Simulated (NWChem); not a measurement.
System: Li2; SMILES [Li][Li]

Input file for NWChem:

```
start job
memory heap 200 mb stack 900 mb global 1100 mb
geometry units angstroms
  Li     0.000000     0.000000    -1.363455
  Li     0.000000     0.000000     1.363455
end
basis spherical
  Li library 3-21g
end
dft
  xc hfexch
  iterations 150
end
driver
  maxiter 120
end
task dft optimize
task dft freq
```

The level has its own optimisation; frequencies are unscaled.

Q: Give the results of this calculation. (Hartree-Fock/3-21G.) Quantities: r Li–Li (Å); highest harmonic frequency (cm⁻¹); zero-point energy (kcal/mol).

A: 
```yaml
r Li–Li (Å): 2.816
highest harmonic frequency (cm⁻¹): 340
zero-point energy (kcal/mol): 0.5
```
